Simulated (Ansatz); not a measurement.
**CH₂Al+ (quintet): wave-function methods side by side, cc-pVDZ**

One table from this session's results is given with a row withheld; the runs are named, their logs left out.

The runs use Ansatz 0.2.0, Gaussian basis; cc-pVDZ, core rule «outside noble gas», up to 6 orbitals frozen.

Plan: UHF; CCSD(T) on ROHF; CCSD(T) on UHF; BCCD(T) on ROHF; CISD; CCSDT(Q) on ROHF; CCSDT(Q) on UHF; CASSCF and MRCISD+Q, 8 electrons in 10 orbitals; CASSCF and NEVPT2, 8 electrons in 10 orbitals.

30 further runs of the same task are left out: 2 for a known fault of the program, 13 that didn't finish, 15 set aside as unsound or not needed.

## The system

The geometry is a PBE0/def2-TZVP stationary point (not a proven minimum) of the parent state, kept for this charge and spin.

4 atoms, charge 1, spin multiplicity 5.

Atoms are counted from 1 here; the program's logs count them from 0.

Bond lengths: Al1–C2 1.925 Å, Al1–H3 1.580 Å, Al1–H4 1.580 Å. Angles: C2–Al1–H3 117.7°, C2–Al1–H4 117.7°, H3–Al1–H4 124.6°.

Set-up of the first run:

in.yaml

```yaml
crystal:
  periodic: [false, false, false]
  atoms:
    - {symbol: Al, position_ang: [0.000000, 0.000000, 0.527635]}
    - {symbol: C, position_ang: [0.000000, 0.000000, -1.397228]}
    - {symbol: H, position_ang: [0.000000, 1.398998, 1.262610]}
    - {symbol: H, position_ang: [0.000000, -1.398998, 1.262610]}
basis:
  gaussian: {orbitals: cc-pVDZ}
total_charge: 1
magnetization: {spin_polarized: true, initial_magnetization: 4}
hamiltonian: {xc: hf}
output: {orbitals: {seedname: orbitals}}
```

Started as:

```sh
$ ansatz run in.yaml --threads 1 --pin off --events-out ev --progress --plain --max-ram 2393MiB
```

Among the steps run: UHF; CCSD(T) on ROHF; CCSD(T) on UHF; BCCD(T) on ROHF; CISD; CCSDT(Q) on ROHF; CCSDT(Q) on UHF; CASSCF and MRCISD+Q, 8 electrons in 10 orbitals; CASSCF and NEVPT2, 8 electrons in 10 orbitals.

One of the session's tables, all rows but one given; the rest of the session is left out.

| method | from UCCSDT(Q) (kJ/mol) |
| --- | --- |
| UHF | +364.6 |
| RMP2 | +99.1 |
| UMP2 | +102.4 |
| CISD | +34.7 |
| RCCSD | +13.6 |
| UCCSD | +12.6 |
| RCCSD(T) | +3.6 |
| UCCSD(T) | +3.5 |
| BCCD(T) | +3.6 |
| RCCSDT | +0.6 |
| UCCSDT | +0.5 |
| RCCSDT(Q) | +0.1 |
| UCCSDT(Q) | 0 |
| CASSCF valence | +209.4 |
| NEVPT2 valence | ? |
| MRCISD valence | +10.9 |
| MRCISD+Q valence | +2.5 |

**Question.** Estimate the row for NEVPT2 valence.

The run gave: from UCCSDT(Q) (kJ/mol): +54.3. In the column «from UCCSDT(Q) (kJ/mol)» it lies between CISD (+34.7) and RMP2 (+99.1).

Left out of the table: ROHF (another determinant or state than the rows shown).

Caveats from the session: The report flags that the cluster equations may have other roots. The program flags RCCSD(T), BCCD(T), RCCSDT(Q) as in doubt, so those rows may rest on another solution; read them beside their warnings. Restricted and unrestricted rows rest on different reference determinants; where their highest levels disagree by more than a few hundredths of an eV, they describe different states and don't form one ladder.
